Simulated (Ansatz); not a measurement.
Species, as SMILES: [C-]#[NH+] (C-NH).
Atoms: C1, N2, H3. Bonds: C1-N2, N2-H3.

Basis-set convergence of the optimised C1-N2 bond length at MP2 with Ansatz (a quantum-chemistry and plane-wave program). The reference of a correlated method is not its basis-set limit, which lies further on. All functions are spherical. Cores are frozen. No added dispersion term, no relativity. Reference: the value in aug-cc-pVQZ, 1.1736 Å, itself unsure by roughly 0.0004 Å (its mean distance from def2-QZVPP, cc-pVQZ). Deviations are taken from unrounded values. Cost is core time over that of aug-cc-pVTZ, rough, on shared machines of one kind; a dash marks a row that isn't timed (too short, read off another run, short of memory, by another algorithm or on other hardware). It counts the whole optimisation.

```json
[
 {"basis": "cc-pVDZ", "functions": "33", "cost": "-"},
 {"basis": "aug-cc-pVDZ", "functions": "55", "cost": "0.3×"},
 {"basis": "cc-pVTZ", "functions": "74", "cost": "0.2×"},
 {"basis": "def2-TZVPPD", "functions": "91", "cost": "0.3×"},
 {"basis": "jun-cc-pV(T+d)Z", "functions": "92", "cost": "0.3×"},
 {"basis": "aug-cc-pVTZ", "functions": "115", "cost": "1×"},
 {"basis": "cc-pVQZ", "functions": "140", "cost": "2×"},
 {"basis": "aug-cc-pVQZ", "functions": "206", "cost": "4×"}
]
```

**Question.** Which is the smallest set listed that can be trusted to 0.01 Å here, that is, within that of the reference together with its larger relatives (same family, alike in diffuse functions; a set with none to test it counts only in the reference's own line)?

**Answer.** The smallest set listed that lies within 0.01 Å of the reference with all its larger relatives (same family, alike in diffuse functions; a set with none counts only in the reference's own line) is cc-pVTZ (74 functions, 0.2× in cost, 0.0027 Å off). Inside, with no larger relative to test it: def2-TZVPPD. Value minus reference: cc-pVDZ 0.0183, aug-cc-pVDZ 0.0188, cc-pVTZ 0.0027, def2-TZVPPD 0.0021, jun-cc-pV(T+d)Z 0.0030, aug-cc-pVTZ 0.0032, cc-pVQZ -0.0005, aug-cc-pVQZ 0.0000 Å.
